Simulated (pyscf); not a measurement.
H₃C–CH•–CH₃ + HF → H₃C–CH₂–F + CH₃•, a concerted two-bond exchange (doublet surface; C–C, F–H broken, C–F, C–H formed). PySCF, gas phase, ωB97X-D3(BJ)/def2-SVP geometries. Energies in eV from the separated reactants.

Small-basis levels: PySCF, no dispersion term, spherical d functions. AM1 to PM7: differences of heats of formation from MOPAC. GFN2-xTB: tblite. Open shells are spin-unrestricted. 

```tsv
level	barrier	reaction energy
MP2/6-31G*	2.62	+0.27
B3LYP/3-21G	1.31	-0.26
B3LYP/LANL2DZ	1.74	+0.29
B3LYP/6-31G*	1.93	+0.08
M06-2X/6-31G*	2.17	+0.19
B3LYP/def2-SVP	2.23	+0.32
GFN2-xTB	1.13	+0.11
AM1	4.43	+1.16
PM3	(withheld)	+1.20
ωB97M-D3(BJ)/def2-TZVP	(withheld)	+0.52
```

Problem. Complete the blanks.

Solution. 
- PM3, barrier: 4.21
- ωB97M-D3(BJ)/def2-TZVP, barrier: 2.35

Against the last row the barrier runs from -1.22 (GFN2-xTB) to +2.08 eV (AM1). ωB97M-D3(BJ)/def2-TZVP has limits of its own. On the reactant side the descent ends in a complex (not fully relaxed), 0.24 eV under the separated species and 2.59 eV under the saddle at ωB97X-D3(BJ)/def2-TZVP. The same reactants have a lower exit, to H₂C=CH–CH₃ + H• + HF (no saddle counted: cutting one bond, which may have a small barrier of its own, costs +1.77 eV at ωB97M-D3(BJ), against +2.35 eV here). One saddle was located; it need not be the lowest between these sides.
